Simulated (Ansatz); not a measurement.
AlH2(NH2) (AlNH₄) was relaxed with r2SCAN-D4 (def2-TZVP) in Ansatz in these states: charge +1 doublet, neutral singlet. The geometries follow in no particular order.

A:

Cartesian coordinates in Å:
```
Al 0.380 0.441 -0.783
H 0.856 -0.644 -1.812
H 0.310 1.997 -0.590
N -0.361 -0.418 0.743
H -1.344 -0.677 0.863
H 0.158 -0.699 1.579
```

B:

```xyz
6

Al    0.380    0.561   -0.480
H    -0.162    0.758   -1.954
H     1.605    1.351    0.135
N    -0.431   -0.630    0.543
H    -0.175   -0.845    1.495
H    -1.217   -1.195    0.261
```

Problem. Judge from the bond lengths which geometry belongs to which state (an estimate).

Solution. A is the charge +1 doublet (Al1–N4 1.901 Å, N4–H6 1.024 Å, N4–H5 1.024 Å); B is the neutral singlet (Al1–N4 1.767 Å, N4–H6 1.009 Å, N4–H5 1.009 Å).
